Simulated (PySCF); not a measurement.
DMSO, SMILES CS(C)=O at its PBE0/def2-SVP optimised geometry (Å):

```
10

C     -0.4581    -1.4973     1.7059
S      0.0480    -1.1311     0.0000
C     -0.4581     0.6137     0.0000
O      1.5487    -1.1311     0.0000
H     -0.1407    -2.5303     1.9021
H     -1.5486    -1.4102     1.8188
H      0.0753    -0.8133     2.3820
H      0.0744     1.1311     0.8112
H     -0.1397     1.0225    -0.9685
H     -1.5487     0.7057     0.1077
```

Calculation: PBE0/def2-TZVP (PySCF). Cells within 0.4 Å of a nucleus heavier than hydrogen are left out (blank, or x).

Map of the electrostatic potential (hartree/e), clipped to [-0.08, 0.12] on the plane z = 0.0 Å:

```
|4444444444444444444444443333333|
|4444444444444444444444443333333|
|4444444444444444444444433333333|
|4444444444444444444444433333333|
|4444444444444444444444433333333|
|4444444444444444444444333333333|
|4444444444444444444444333333333|
|4444455555555555544443333333333|
|4445555555566776554443333333333|
|4445556677789999765443333333333|
|4455566899999999975433332222223|
|4455568999999999996433222222222|
|455556899999xxx9996432222222222|
|455556899999xxx9996422111111222|
|4555567999999xx9997421000011122|
|4555566799999999999521000001112|
|4455556677999999999865200000112|
|4455555667999999999999950000111|
|445555556799999xx999xx993000111|
|44455555679999xxx999xxx95000011|
|44445555569999xxx999xxx94000011|
|4444455556799999999999991000111|
|4444444555689999999999720000111|
|4444444444568999999531000000112|
|4444444444455799986310000001112|
|4444444444444566654311000011122|
|4444444444444445443221111111222|
|4444444444444444443322111122222|
|4444444444444444433322222222222|
|4444444444444444333332222222222|
|4444444444444444333333222222223|
```
Scale: ten equal steps from -0.080 (start of '0') to 0.120 (end of '9'), in the order '0123456789'; x runs from -4.00 to 4.00, y from -4.00 (bottom) to 4.00 (top).
